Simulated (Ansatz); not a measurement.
We consider α-phase B, described by HSE06 (PAW; Ansatz, a program for electronic structure).

Numerical settings: plane-wave cutoff 500 eV, 6×6×6 k mesh, gaussian smearing 0.02 eV, scalar-relativistic PAW data made under PBE.

Cell (relaxed with r²SCAN):

Space group R-3m, hexagonal axes (No. 166); a = b = 4.8989 Å, c = 12.5131 Å, α = β = 90.00°, γ = 120.00°

| atom | site | symmetry | x | y | z |
|---|---|---|---|---|---|
| B | 18h | .m | 0.0964 | 0.5482 | 0.0581 |
| B | 18h | .m | 0.1371 | 0.2742 | 0.1424 |
(The calculation used a cell of 12 atoms; values per cell refer to that cell.)

### Question
Estimate the band gap that the calculation returns.

### Answer

- band gap = 2.10 eV (on the SCF k mesh)

Measured, for comparison: band gap 2.15 ± 0.02 eV (temperature not stated, no zero-point or thermal correction, EELS, this work, our sources range from 2.00 to 2.40; as tabulated in Parakhonskiy et al. (2011), doi:10.1038/srep00096).

Note: cell and atoms aren't relaxed at this level (largest force component 0.06 eV/Å, pressure -2.2 GPa).

Static lattice: no zero-point or thermal effects.

The result took about 2.6 core-minutes (a rough figure).
